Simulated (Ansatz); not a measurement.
Process, species as SMILES: P#P (P2) → P2+ (doublet, bonded as P#P) + e-
B3LYP-D3(BJ)/def2-TZVP geometries, fixed; electronic energies without zero-point terms.
Largest species:
```xyz
2

P      0.0000     0.0000    -0.9447
P      0.0000     0.0000     0.9447
```

Basis-set convergence of the adiabatic ionisation energy at r2SCAN with Ansatz (a program for electronic structure). Cartesian d functions, on some or all atoms, in 6-311G**, 6-311+G**; all else is spherical. The program fits the integrals of some runs and decomposes those of others, by size. Open shells are unrestricted. No added dispersion term, no relativity. Functions are those of the species that has most. Reference: the value in aug-cc-pV(5+d)Z, 10.403 eV, itself unsure by roughly 0.002 eV (its mean distance from pcseg-4, aug-pcseg-3, aug-cc-pV(Q+d)Z). Deviations are taken from unrounded values.

```
basis            functions  adiabatic ionisation energy (eV)
---------------  ---------  --------------------------------
def2-SVP                36                            10.567
def2-SVPD               48                            10.489
pcseg-1                 36                            10.566
aug-pcseg-1             54                            10.508
cc-pV(D+d)Z             46                            10.462
aug-cc-pV(D+d)Z         64                            10.445
6-311G**                54                            10.542
6-311+G**               62                            10.544
pcseg-2                 68                            10.480
aug-pcseg-2            100                            10.439
def2-TZVP               74                            10.404
def2-TZVPD              86                            10.413
cc-pV(T+d)Z             78                            10.417
aug-cc-pV(T+d)Z        110                            10.414
def2-TZVPP              84                            10.403
def2-TZVPPD             96                            10.411
cc-pV(Q+d)Z            128                            10.402
aug-cc-pV(Q+d)Z        178                            10.405
pcseg-3                128                            10.399
aug-pcseg-3            178                            10.403
def2-QZVPP             140                            10.400
def2-QZVPPD            152                            10.403
cc-pV(5+d)Z            200                            10.401
aug-cc-pV(5+d)Z        272                            10.403
```

What the diffuse functions change, pair by pair:
- def2-SVP to def2-SVPD: 12 more functions, deviation 0.164 to 0.085 eV
- pcseg-1 to aug-pcseg-1: 18 more functions, deviation 0.163 to 0.105 eV
- cc-pV(D+d)Z to aug-cc-pV(D+d)Z: 18 more functions, deviation 0.059 to 0.042 eV
- 6-311G** to 6-311+G**: 8 more functions, deviation 0.139 to 0.141 eV
- pcseg-2 to aug-pcseg-2: 32 more functions, deviation 0.077 to 0.035 eV
- def2-TZVP to def2-TZVPD: 12 more functions, deviation 0.001 to 0.010 eV
- cc-pV(T+d)Z to aug-cc-pV(T+d)Z: 32 more functions, deviation 0.014 to 0.011 eV
- def2-TZVPP to def2-TZVPPD: 12 more functions, deviation 0.000 to 0.008 eV
- cc-pV(Q+d)Z to aug-cc-pV(Q+d)Z: 50 more functions, deviation -0.001 to 0.002 eV
- pcseg-3 to aug-pcseg-3: 50 more functions, deviation -0.004 to 0.000 eV
- def2-QZVPP to def2-QZVPPD: 12 more functions, deviation -0.003 to 0.000 eV
- cc-pV(5+d)Z to aug-cc-pV(5+d)Z: 72 more functions, deviation -0.002 to 0.000 eV

Leaving out the reference's own pair, they bring the value nearer the reference by more than 0.002 eV in 7 of 11 pairs.
